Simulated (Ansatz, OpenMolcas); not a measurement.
# C2F3N (cyanotrifluoromethane): from total energies to a heat of formation

C2F3N: 6 atoms, total charge 0, spin state singlet. As SMILES, `N#CC(F)(F)F`. The shape is that of a PBE0-D4/def2-TZVP optimisation.

```xyz
6

N     1.0221   -1.7051    0.8935
C     0.4862   -0.8106    0.4178
C    -0.2064    0.3456   -0.1972
F    -1.3160   -0.0558   -0.8023
F     0.5815    0.9270   -1.0915
F    -0.5252    1.2348    0.7336
```

Total energies at PBE0/cc-pVDZ (OpenMolcas 26.06); the atoms run unrestricted:

```
species    state  energy (Eh)
  C2F3N  singlet  -430.051909
      N  quartet   -54.530748
      C  triplet   -37.799013
      F  doublet   -99.635669
```

Harmonic wavenumbers at PBE0-D4/def2-TZVP, in cm⁻¹: 197, 197, 472, 472, 526, 637, 637, 826, 1232, 1232, 1250, 2412.

Measured heats of formation of the gaseous atoms at 298.15 K, in kJ/mol: N 472.4, C 716.9, F 79.4. Spin-orbit lowering of the atoms at 298 K (mean of the ground term's levels less their thermal mean, from spectra), in kJ/mol: C 0.02, F 1.29. Take 1 Eh = 2625.50 kJ/mol, 1 cm⁻¹ = 0.0119627 kJ/mol, RT = 2.479 kJ/mol.

Work out the heat of formation of the gas at 298 K.


1. Electronic atomisation energy: (-54.530748) + 2 × (-37.799013) + 3 × (-99.635669) − (-430.051909) = 1.016128 Eh = 2667.8 kJ/mol.
2. Zero-point energy: half the sum of the wavenumbers, 5045 cm⁻¹ = 60.4 kJ/mol.
3. Thermal vibrational enthalpy, Σ hcν̃/(exp(hcν̃/kT) − 1): 5.8 kJ/mol. Translation, rotation and pV of a non-linear molecule: 4 RT = 9.9 kJ/mol.
4. The 6 free atoms carry 5/2 RT each: 37.2 kJ/mol.
5. Spin-orbit coupling lowers the free atoms by 2 × 0.02 + 3 × 1.29 = 3.9 kJ/mol.
6. Atomisation enthalpy at 298 K: 2667.8 − 3.9 − 60.4 − 5.8 − 9.9 + 37.2 = 2625.0 kJ/mol.
7. Sum of the atoms' heats of formation: 2144.4 kJ/mol. Heat of formation: 2144.4 − 2625.0 = -480.6 kJ/mol.

The tabulated value is -495.4 kJ/mol (NIST-JANAF tables), so this level is off by +14.8 kJ/mol, or 0.6 % of the atomisation enthalpy. Anharmonicity and any spin-orbit splitting of the molecule are left out.
